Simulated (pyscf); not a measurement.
H₂N–SiH₃ -> H₂N–SiH: [singlet] + H₂, a 1,1-elimination (singlet surface; H–Si, H–Si broken, H–H formed). Single points on ωB97X-D3(BJ)/def2-SVP structures (PySCF, gas phase). Energies in kcal/mol from the reactant's lowest minimum found.

Small-basis levels: PySCF, no dispersion term, spherical d functions. 

Question: In single points HF/6-31G* puts the saddle at 84.8 kcal/mol and the reaction energy at +43.8 kcal/mol. Should these be trusted to within a few kcal/mol? Compare with ωB97M-D3(BJ)/def2-TZVP.

Answer: ωB97M-D3(BJ)/def2-TZVP gives ΔE‡ = 63.4 kcal/mol and ΔE = +39.6 kcal/mol. HF/6-31G* lies 21.3 kcal/mol over it in the barrier and 4.2 kcal/mol over it in the reaction energy, so on this step it does not hold to within 3.0 kcal/mol. ωB97M-D3(BJ)/def2-TZVP has limits of its own. One saddle was located; it need not be the lowest between these sides.
